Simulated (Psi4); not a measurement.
# One shape, several levels: CH3FO (SMILES OCF)

We compute a comparison of 5 runs (HF/3-21G, B3LYP/6-31G*, SVWN5/6-31G**, MP2/STO-3G, OMP2.5/6-31G*) of CH3FO. 

The results are computed with Psi4 1.11.

## (1) Starting point

The species is CH3FO (6 atoms), meant as a singlet with charge 0. SMILES: `OCF`. The coordinates come from a PBE0-D4/def2-TZVP relaxation. This is one conformer, not always the lowest.

Bond lengths: O1–C2 1.370 Å, C2–F3 1.381 Å, O1–H4 0.962 Å, C2–H5 1.096 Å, C2–H6 1.091 Å. Angles: O1–C2–F3 111.1°, O1–C2–H5 112.9°, O1–C2–H6 107.4°, F3–C2–H5 106.3°, F3–C2–H6 107.8°, C2–O1–H4 109.3°, H5–C2–H6 111.3°.

## (2) The energy at HF/3-21G (run 1)

Contents of job.dat:

```
memory 1600 mb

molecule m {
  0 1
  O
  C 1 R2
  F 2 R3 1 A3
  H 1 R4 2 A4 3 D4
  H 2 R5 1 A5 4 D5
  H 2 R6 5 A6 3 D6

  R2 = 1.369614
  R3 = 1.381043
  A3 = 111.08707
  R4 = 0.961772
  A4 = 109.27638
  D4 = 70.66928
  R5 = 1.096284
  A5 = 112.94101
  D5 = -48.61089
  R6 = 1.09101
  A6 = 111.32554
  D6 = -117.08973
  symmetry c1
}

set basis 3-21G
set puream true
set e_convergence 1e-09
set d_convergence 1e-08
set scf_type pk

e_tot, wfn = energy("hf", return_wfn=True)
oeprop(wfn, "MAYER_INDICES", "MULLIKEN_CHARGES", "DIPOLE", title="HF")
```

The run is started by

```sh
$ psi4 -i job.dat -o job.out -n 1
```

job.out:

```text
[...]
  Running in c1 symmetry.
[...]
  Nuclear repulsion =   79.440343126426114
[...]
  Multiplicity = 1
[...]
  Nalpha       = 13
  Nbeta        = 13
[...]
    Number of basis functions: 33
[...]
   @RHF iter   1:  -212.66400458858061   -6.15168e-01   1.13034e-02 ADIIS/DIIS
[...]
   @RHF iter  11:  -212.72694502316682   -9.09495e-13   5.05849e-09 DIIS
[...]
    Orbital Energies [Eh]
    ---------------------
    Doubly Occupied:
       1A    -26.134660     2A    -20.476689     3A    -11.312769
       4A     -1.582283     5A     -1.396788     6A     -0.930055
       7A     -0.751492     8A     -0.699517     9A     -0.691067
      10A     -0.602762    11A     -0.555794    12A     -0.511533
      13A     -0.481926
[...]
  @RHF Final Energy:  -212.72694502316682
   => Energetics <=
    Nuclear Repulsion Energy =             79.4403431264261144
    One-Electron Energy =                -452.0799042627855329
    Two-Electron Energy =                 159.9126161131925983
    Total Energy =                       -212.7269450231668202
[...]
 Multipole Moments:
 ------------------------------------------------------------------------------------
     Multipole            Electronic (a.u.)      Nuclear  (a.u.)        Total (a.u.)
 ------------------------------------------------------------------------------------
 L = 1.  Multiply by 2.5417464519 to convert [e a0] to [Debye]
 Dipole X            :          0.0619807           -0.7329302           -0.6709495
 Dipole Y            :         -2.1662823            2.7408801            0.5745978
 Dipole Z            :          0.9119301           -0.8487107            0.0632194
 Magnitude           :                                                    0.8856255
[...]
  Mulliken Charges: (a.u.)
   Center  Symbol    Alpha    Beta     Spin     Total
       1     O     4.34968  4.34968  0.00000 -0.69936
       2     C     2.83019  2.83019  0.00000  0.33963
       3     F     4.71165  4.71165  0.00000 -0.42330
       4     H     0.30289  0.30289  0.00000  0.39421
       5     H     0.41275  0.41275  0.00000  0.17449
       6     H     0.39284  0.39284  0.00000  0.21432
   Total alpha = 13.00000, Total beta = 13.00000, Total charge =  0.00000
  Mayer Bond Indices:
[...]
```

It took 0.84 s on 1 thread of AMD EPYC 9R45 (Zen 5), shared host; peak memory 0.18 GiB.

## (3) Energy and forces at B3LYP/6-31G(d) (Cartesian functions) (run 2)

Contents of ch3fo.json:

```json
{
 "schema_name": "qcschema_input",
 "schema_version": 1,
 "molecule": {
  "schema_name": "qcschema_molecule",
  "schema_version": 2,
  "symbols": ["O", "C", "F", "H", "H", "H"],
  "geometry": [-1.50044254, -1.31751705, -0.46751824, 0.47280948, 0.09259658, 0.43614879, -0.17782323, 2.61386918, 0.61189332, -1.75498865, -0.9356034, -2.22609737, 2.14824066, 0.00925966, -0.77951203, 0.8921397, -0.58354743, 2.33815813],
  "molecular_charge": 0,
  "molecular_multiplicity": 1,
  "fix_symmetry": "c1",
  "fix_com": true,
  "fix_orientation": true
 },
 "driver": "gradient",
 "model": {
  "method": "b3lyp",
  "basis": "6-31G*"
 },
 "keywords": {
  "puream": false,
  "e_convergence": 1e-09,
  "d_convergence": 1e-08,
  "scf_type": "pk",
  "dft_radial_points": 99,
  "dft_spherical_points": 590
 }
}
```

The run is started by

```sh
$ psi4 --qcschema ch3fo.json -n 1 --memory 1600MB
```

stdout:

```text
[...]
  Running in c1 symmetry.
[...]
  Nuclear repulsion =   79.440325202706575
[...]
  Multiplicity = 1
[...]
  Nalpha       = 13
  Nbeta        = 13
[...]
    Number of basis functions: 51
[...]
   @RKS iter   1:  -214.83251575010391   -2.59724e-01   1.11645e-02 DIIS/ADIIS
[...]
   @RKS iter  10:  -214.95512052579625   -3.80851e-12   8.37153e-09 DIIS
[...]
    Orbital Energies [Eh]
    ---------------------
    Doubly Occupied:
       1A    -24.670443     2A    -19.169278     3A    -10.306512
       4A     -1.188222     5A     -1.048720     6A     -0.687915
       7A     -0.553512     8A     -0.501576     9A     -0.494162
      10A     -0.401251    11A     -0.363635    12A     -0.332419
      13A     -0.308785
[...]
  @RKS Final Energy:  -214.95512052579625
   => Energetics <=
    Nuclear Repulsion Energy =             79.4403252027065747
    One-Electron Energy =                -453.8635791231088774
    Two-Electron Energy =                 180.1936633888791732
    DFT Exchange-Correlation Energy =     -20.7255299942730886
    Empirical Dispersion Energy =           0.0000000000000000
    VV10 Nonlocal Energy =                  0.0000000000000000
    Total Energy =                       -214.9551205257962465
[...]
 Multipole Moments:
 ------------------------------------------------------------------------------------
     Multipole            Electronic (a.u.)      Nuclear  (a.u.)        Total (a.u.)
 ------------------------------------------------------------------------------------
 L = 1.  Multiply by 2.5417464519 to convert [e a0] to [Debye]
 Dipole X            :          9.8645175           -9.4817008            0.3828167
 Dipole Y            :        -12.2999816           12.0303745           -0.2696071
 Dipole Z            :         -4.2249904            3.7163354           -0.5086550
 Magnitude           :                                                    0.6913512
[...]
  -Total Gradient:
     Atom            X                  Y                   Z
    ------   -----------------  -----------------  -----------------
       1        0.005076114812     0.009758213393    -0.005601621425
       2       -0.003934722237    -0.003917260396    -0.001485901228
       3        0.001008357878    -0.007115575990    -0.000356361863
       4        0.001004748578    -0.002677443713     0.007735721301
       5       -0.002484732921     0.001611629016     0.000558400369
       6       -0.000675368778     0.002336212820    -0.000837490725
[...]
```

The result, in JSON:

```text
{
 "driver": "gradient",
 "model": {
  "method": "b3lyp",
  "basis": "6-31G*"
 },
 "success": true,
 "return_result": [0.005076114811784327, 0.009758213393112863, -0.005601621425268322, -0.003934722237029974, -0.003917260396134204, -0.0014859012284127952, 0.0010083578782296432, -0.007115575990374601, -0.0003563618627560189, 0.0010047485779484389, -0.0026774437132066134, 0.007735721300654169, -0.0024847329207859925, 0.0016116290159853847, 0.0005584003686588124, -0.0006753687784290599, 0.0023362128204976046, -0.000837490724881651],
 "properties": {
  "calcinfo_nbasis": 51,
  "calcinfo_nmo": 51,
  "calcinfo_nalpha": 13,
  "calcinfo_nbeta": 13,
  "calcinfo_natom": 6,
  "nuclear_repulsion_energy": 79.44032520270657,
  "return_energy": -214.95512052579625,
  "return_gradient": [0.005076114811784327, 0.009758213393112863, -0.005601621425268322, -0.003934722237029974, -0.003917260396134204, -0.0014859012284127952, 0.0010083578782296432, -0.007115575990374601, -0.0003563618627560189, 0.0010047485779484389, -0.0026774437132066134, 0.007735721300654169, -0.0024847329207859925, 0.0016116290159853847, 0.0005584003686588124, -0.0006753687784290599, 0.0023362128204976046, -0.000837490724881651],
  "scf_one_electron_energy": -453.8635791231089,
  "scf_two_electron_energy": 180.19366338887917,
  "scf_xc_energy": -20.72552999427309,
  "scf_dipole_moment": [0.382816736137384, -0.26960708064118677, -0.5086549708948134],
  "scf_total_energy": -214.95512052579625,
  "scf_total_gradient": [0.005076114811784327, 0.009758213393112863, -0.005601621425268322, -0.003934722237029974, -0.003917260396134204, -0.0014859012284127952, 0.0010083578782296432, -0.007115575990374601, -0.0003563618627560189, 0.0010047485779484389, -0.0026774437132066134, 0.007735721300654169, -0.0024847329207859925, 0.0016116290159853847, 0.0005584003686588124, -0.0006753687784290599, 0.0023362128204976046, -0.000837490724881651],
  "scf_iterations": 10
 }
}
```

Run time: 5.1 s. Hardware: 1 thread of AMD EPYC 9R45 (Zen 5), shared host; peak memory 0.7 GiB.

Runs 3 to 4 aren't shown in full; the table further down has their settings and results.

## (4) The energy at OMP2.5/6-31G(d) (Cartesian functions) (run 5)

Contents of job.in:

```
memory 1600 mb

molecule {
  0 1
  O     -1.50044254    -1.31751705    -0.46751824
  C      0.47280948     0.09259658     0.43614879
  F     -0.17782323     2.61386918     0.61189332
  H     -1.75498865    -0.93560340    -2.22609737
  H      2.14824066     0.00925966    -0.77951203
  H      0.89213970    -0.58354743     2.33815813
  units au
  no_reorient
  no_com
}

set globals {
  basis 6-31G*
  reference rhf
  scf_type pk
  mp_type conv
  guess sap
  maxiter 100
}

E, wfn = energy('omp2.5', return_wfn=True)
```

The run is started by

```sh
$ psi4 -i job.in -o job.out -n 1
```

job.out:

```text
[...]
  Running in c1 symmetry.
[...]
  Nuclear repulsion =   79.440325202706575
[...]
  Multiplicity = 1
[...]
  Nalpha       = 13
  Nbeta        = 13
[...]
    Number of basis functions: 51
[...]
   @RHF iter   1:  -212.96823664479936   -2.12968e+02   2.86385e-02 DIIS/ADIIS
[...]
   @RHF iter  12:  -213.89825677878088   -3.12639e-12   5.87873e-09 DIIS
[...]
    Orbital Energies [Eh]
    ---------------------
    Doubly Occupied:
       1A    -26.278291     2A    -20.590786     3A    -11.366386
       4A     -1.592297     5A     -1.395939     6A     -0.935084
       7A     -0.756613     8A     -0.710364     9A     -0.702325
      10A     -0.621340    11A     -0.571616    12A     -0.524627
      13A     -0.491439
[...]
  @RHF Final Energy:  -213.89825677878088
   => Energetics <=
    Nuclear Repulsion Energy =             79.4403252027065747
    One-Electron Energy =                -453.6029486392723129
    Two-Electron Energy =                 160.2643666577848762
    Total Energy =                       -213.8982567787808762
[...]
 Multipole Moments:
 ------------------------------------------------------------------------------------
     Multipole            Electronic (a.u.)      Nuclear  (a.u.)        Total (a.u.)
 ------------------------------------------------------------------------------------
 L = 1.  Multiply by 2.5417464519 to convert [e a0] to [Debye]
 Dipole X            :          9.9808429           -9.4817008            0.4991421
 Dipole Y            :        -12.3592133           12.0303745           -0.3288388
 Dipole Z            :         -4.2421694            3.7163354           -0.5258339
 Magnitude           :                                                    0.7961024
[...]
	SCS-MP2 Total Energy (a.u.)        :  -214.37164456495026
	SOS-MP2 Total Energy (a.u.)        :  -214.36471254714169
[...]
	SCSN-MP2 Total Energy (a.u.)       :  -214.12569428365094
[...]
	SOS-PI-MP2 Total Energy (a.u.)     :  -214.40512864106392
[...]
	MP2 Total Energy (a.u.)            :  -214.39071515767418
[...]
	OMP2.5 Total Energy (a.u.)         :  -214.39418149272367
[...]
```

Wall time 4.5 s (1 thread of AMD EPYC 9R45 (Zen 5), shared host); peak memory 0.23 GiB.

## (5) The series

```tsv
run	level	task	Cartesian functions	energy (Eh)	dipole moment (D)	HOMO energy (eV)	LUMO energy (eV)	wall time
1	HF/3-21G	energy	no	-212.726945	2.25	-13.11	6.97	0.84 s
2	B3LYP/6-31G* (Cartesian functions)	gradient	yes	-214.955121	1.76	-8.40	1.88	5.1 s
3	SVWN5/6-31G** (spherical functions)	energy	no	-213.409097	1.71	-6.92	1.17	3.6 s
4	MP2/STO-3G	energy	no	-211.102147	–	-10.37	15.70	0.84 s
5	OMP2.5/6-31G* (Cartesian functions)	energy	yes	-214.394181	–	-13.37	5.90	4.5 s
```

## (6) Summary of results

| quantity | value |
| --- | --- |
| run 5: total energy | -214.39418 Eh |
| run 5: HOMO energy (Hartree–Fock orbitals) | -13.37 eV |
| run 5: LUMO energy (Hartree–Fock orbitals) | 5.90 eV |
| run 5: HOMO–LUMO gap (Hartree–Fock orbitals) | 19.27 eV |
| run 5: correlation energy | -495.9 mEh |

What this shows: Over runs 1, 2, 3 the dipole moment (its size) runs from 1.71 D (SVWN5/6-31G**) to 2.25 D (HF/3-21G). The two ends differ in method and basis. Over runs 1, 2, 3 the HOMO–LUMO gap runs from 8.10 eV (SVWN5/6-31G**) to 20.09 eV (HF/3-21G). Totals of different functionals can't be ranked against each other. In run 4 the basis is minimal, so the values are rough. All runs together took 15 s, the longest 5.1 s.
